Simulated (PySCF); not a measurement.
## Orbital picture of CCl

revPBE at R = 1.649 Å; C def2-TZVPP, Cl def2-TZVPP; no relativity (PySCF 2.14). State: ²Π (doublet), unpaired electrons π ↑. Only the outer orbitals are listed, counted within each symmetry.

```json
{"spin": "α", "orbital": "5σ", "occ.": "1", "ε (eV)": "-23.21", "on C (%)": "20", "main shells (%)": "76 Cl s, 14 C s"}
{"spin": "α", "orbital": "6σ", "occ.": "1", "ε (eV)": "-15.06", "on C (%)": "41", "main shells (%)": "39 C s, 38 Cl p, 18 Cl s"}
{"spin": "α", "orbital": "2π", "occ.": "1", "ε (eV)": "-10.14", "on C (%)": "17", "main shells (%)": "83 Cl p, 16 C p"}
{"spin": "α", "orbital": "2π", "occ.": "1", "ε (eV)": "-10.09", "on C (%)": "20", "main shells (%)": "80 Cl p, 18 C p"}
{"spin": "α", "orbital": "7σ", "occ.": "1", "ε (eV)": "-8.55", "on C (%)": "75", "main shells (%)": "45 C s, 30 C p, 25 Cl p"}
{"spin": "α", "orbital": "3π", "occ.": "1", "ε (eV)": "-4.81", "on C (%)": "77", "main shells (%)": "77 C p, 19 Cl p"}
{"spin": "α", "orbital": "3π", "occ.": "0", "ε (eV)": "-4.39", "on C (%)": "79", "main shells (%)": "80 C p, 16 Cl p"}
{"spin": "α", "orbital": "8σ", "occ.": "0", "ε (eV)": "0.31", "on C (%)": "42", "main shells (%)": "41 C p, 41 Cl p, 16 Cl d"}
{"spin": "β", "orbital": "5σ", "occ.": "1", "ε (eV)": "-22.99", "on C (%)": "18", "main shells (%)": "79 Cl s, 11 C s"}
{"spin": "β", "orbital": "6σ", "occ.": "1", "ε (eV)": "-14.43", "on C (%)": "37", "main shells (%)": "45 Cl p, 34 C s, 16 Cl s"}
{"spin": "β", "orbital": "2π", "occ.": "1", "ε (eV)": "-10.07", "on C (%)": "15", "main shells (%)": "85 Cl p, 14 C p"}
{"spin": "β", "orbital": "2π", "occ.": "1", "ε (eV)": "-9.56", "on C (%)": "11", "main shells (%)": "88 Cl p, 10 C p"}
{"spin": "β", "orbital": "7σ", "occ.": "1", "ε (eV)": "-8.00", "on C (%)": "80", "main shells (%)": "52 C s, 29 C p, 20 Cl p"}
{"spin": "β", "orbital": "3π", "occ.": "0", "ε (eV)": "-3.98", "on C (%)": "81", "main shells (%)": "81 C p, 14 Cl p"}
{"spin": "β", "orbital": "3π", "occ.": "0", "ε (eV)": "-2.75", "on C (%)": "84", "main shells (%)": "84 C p, 10 Cl p"}
{"spin": "β", "orbital": "8σ", "occ.": "0", "ε (eV)": "0.62", "on C (%)": "42", "main shells (%)": "41 C p, 40 Cl p, 17 Cl d"}
```

Question: Which are the highest filled and the lowest empty level, where do they sit, and how wide is the gap?

Answer: Highest filled α 3π at -4.81 eV (in %: 77 C p, 19 Cl p); lowest empty α 3π at -4.39 eV (in %: 80 C p, 16 Cl p); the gap at revPBE is 0.42 eV. Both belong to one degenerate shell, split only by its one-sided filling, so this is no excitation gap.

| Quantity | Value |
| --- | --- |
| bond order (Mayer) | 1.63 |
| ⟨S²⟩ | 0.754 |
| charge on C (Mulliken, basis-dependent) | -0.12 |
| charge on C (Löwdin, basis-dependent) | -0.53 |
| dipole moment (positive dipole means C(−)Cl(+)) | 1.65 D |

The state was picked by a PBE0 search and need not be the measured ground state.
